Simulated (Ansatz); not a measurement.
**H2SO: molecular dynamics**

The task is to watch the atoms for 60 steps of 0.75 fs, started with velocities for 500 K and run with a Nosé-Hoover thermostat.

Method: r2SCAN-D4/6-31G; program: Ansatz 0.2.0, Gaussian basis.

## Step 1: Where the work starts

4 atoms, charge 0, spin multiplicity 1.

Atoms are counted from 1 here; the program's logs count them from 0.

Bond lengths: O1–S2 1.659 Å, O1–H3 0.965 Å, S2–H4 1.347 Å. Angles: S2–O1–H3 109.7°, O1–S2–H4 97.2°.

As a file:

```
O    -0.0420   -0.8523   -0.1587
S    -0.0820    0.7607   -0.5457
H    -0.7810   -1.0653    0.4234
H     0.9050    1.1570    0.2810
```

## Step 2: The run

md/in.yaml

```yaml
crystal:
  periodic: [false, false, false]
  atoms:
    - {symbol: O, position_ang: [-0.041970, -0.852290, -0.158680]}
    - {symbol: S, position_ang: [-0.082010, 0.760660, -0.545740]}
    - {symbol: H, position_ang: [-0.781000, -1.065340, 0.423390]}
    - {symbol: H, position_ang: [0.904990, 1.156980, 0.281020]}
basis:
  gaussian: {orbitals: 6-31G}
hamiltonian: {xc: r2scan, dispersion: d4}
md: {n_steps: 60, timestep: 0.75, temperature: 500, ensemble: nvt_nose_hoover, seed: 538, initial_velocities: maxwell_boltzmann}
```

Started as:

```
$ ansatz run in.yaml --threads 2 --pin off --events-out ev --progress --plain --max-ram 3481MiB
```

**Question.** What will these runs give? Wanted: temperature at the start; mean temperature, second half; lowest and highest potential energy, from the first frame; largest change of potential + kinetic.

As calculated:

| quantity | value |
| --- | --- |
| length | 60 steps, 45.0 fs |
| temperature at the start | 500 K |
| mean temperature, second half | 749 K |
| lowest and highest potential energy, from the first frame | -310 and 57 meV |
| largest change of potential + kinetic | 30.0 meV |

In words: The system runs downhill by 0.31 eV, and that energy turns into motion. The thermostat trades energy with the molecule, so the sum of potential and kinetic energy isn't conserved: it changes by -30 meV over the run. The mean temperature of the second half is still well above the 500 K set. With 4 atoms the instant temperature spans 238 to 1594 K. No bond breaks or forms, judged by distance.
